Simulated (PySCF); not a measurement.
Compound: 5-methylisoxazole, C4H5NO.
SMILES with atom numbers: `[CH3:1][c:2]1[cH:3][cH:4][n:5][o:6]1`

NICS is the negative of the GIAO shielding at a point without a nucleus: at the ring centre (0) and 1 Å above and below it (1); zz is the component along the ring normal. Level: GIAO PBE0/pcSseg-1 (PySCF, non-relativistic, gas phase) on the GFN2-xTB geometry, one conformer.

Ring bond lengths (Å), with Mayer bond orders in brackets: C2–C3 1.368 (1.53), C3–C4 1.412 (1.26), C4–N5 1.303 (1.64), N5–O6 1.353 (1.02), O6–C2 1.343 (1.06).

**Question.** Give the NICS values of each ring in ppm.

**Answer.** 
```tsv
ring	type	NICS(0)	NICS(1), two faces	NICS(1)zz, two faces	rms pucker (Å)	centre to ring atoms, mean (Å)
C2–C3–C4–N5–O6	5-membered ring with N and O; formal bonds all aromatic	-11.4	-11.0 / -11.0	-27.3 / -27.3	0.00	1.15
```

**Question.** What do they say, and how far can they be read as aromaticity?

**Answer.** 
- C2–C3–C4–N5–O6: mean NICS(1)zz -27.3 ppm, shielded. The ring is flat and has no four-coordinate atom; by the NICS criterion it is aromatic.

**Question.** And the bond-length index? HOMA = 1 − mean of α(R − Ropt)² over the ring bonds, with Krygowski's 1993 parameters (CC: Ropt 1.388 Å, α 257.7 Å⁻²; CN: Ropt 1.334 Å, α 93.52 Å⁻²; CO: Ropt 1.265 Å, α 157.38 Å⁻²; NO: Ropt 1.248 Å, α 57.21 Å⁻²).

**Answer.** 
- C2–C3–C4–N5–O6: HOMA 0.61; the largest term is that of O6–C2, α(R − Ropt)² = 0.95.

**Question.** What is the mean of the two in-plane components of NICS at the second NICS(1) probe listed for ring C2–C3–C4–N5–O6, 1 Å off the ring?

**Answer.** The isotropic value is a third of the trace: (3 × -11.0 − (-27.3))/2 = -2.8 ppm.

**Question.** List the ring angles and the Hirshfeld charges of the ring atoms.

**Answer.** 
- C2–C3–C4–N5–O6: C2 108.8° (+0.080 e), C3 103.7° (-0.104 e), C4 110.9° (-0.014 e), N5 107.1° (-0.125 e), O6 109.6° (-0.030 e); sum 540.0° against 540° for a flat convex ring.

**Question.** How shielded are the nuclei of the rings and their hydrogens (means over atoms taken as equivalent)?

**Answer.** 
```
  atoms                          environment  σ isotropic (ppm)
     C2          substituted aromatic carbon               10.5
     C3                   aromatic CH carbon               78.3
     C4  aromatic CH next to a ring nitrogen               33.2
     N5               pyridine-type nitrogen             -154.5
     O6                          ring oxygen              -74.8
H on C3                    aromatic hydrogen              25.61
H on C4                    aromatic hydrogen              23.56
```

Time: 13 s of wall time; peak memory 0.57 GiB. Hardware: one thread, Intel Xeon Platinum 8375C at 2.90 GHz (x86_64), shared host with 128 logical CPUs at a one-minute load of 56. This is the whole shielding run at PBE0/pcSseg-1, SCF included.
